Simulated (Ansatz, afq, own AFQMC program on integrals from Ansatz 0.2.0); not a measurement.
N⁺, triplet: AFQMC among the cluster methods

A free N cation.

Basis cc-pVQZ. Only valence electrons are correlated. AFQMC by an in-house program on the Cholesky factors that Ansatz 0.2.0 writes for its CCSD(T) run. ph-AFQMC/CISD is guided by a CISD state made of CCSD amplitudes; releasing the constraint for a short imaginary time cuts its bias at the price of noise, slowly where states lie close. ± is one standard error of the sampling.

Determinant: UHF, the one that the program's search chose, which needn't be the lowest solution.

Full CI is exact in this basis; its frozen core comes from its own orbitals, which moves totals by up to a few meV.

Cautions: full CI with its own frozen core.

- T1 diagnostic: 0.0067
- weight of the determinant in the CISD state: 0.962
- ⟨S²⟩ of the determinant: 2.007
- size of the correlated space: 4 electrons in 54 orbitals

Reference: full CI, correlation energy -2.705 eV. The released energy is read at 1.50 1/Eh (meV from the phaseless value at times in 1/Eh: -1.3 ± 0.8 at 0.24, -2.1 ± 0.5 at 0.50, -3.3 ± 0.6 at 1.00, -2.6 ± 0.6 at 1.50).

```
         level  E − E(reference) (kcal/mol)  share of correlation (%)
            HF                        62.39                      0.00
           MP2                        13.64                     78.14
          CCSD                         1.25                     97.99
       CCSD(T)                         0.11                     99.83
         CCSDT                        -0.09                    100.15
      CCSDT(Q)                        -0.11                    100.17
 ph-AFQMC/CISD                 -0.02 ± 0.02                    100.03
released AFQMC                 -0.08 ± 0.01                    100.13
```

CCSDT and higher add their correlation energy to the determinant of the CCSD(T) run, since their own runs factorise the integrals more tightly (a shift of under 2 meV). A walk keeps the symmetry of its determinant, which the program's search chose and which needn't be the lowest solution, so a lower state of the same spin and another symmetry isn't excluded. Released energies are given only where the last usable release times agree within the noise; a slower fall can still hide under it.
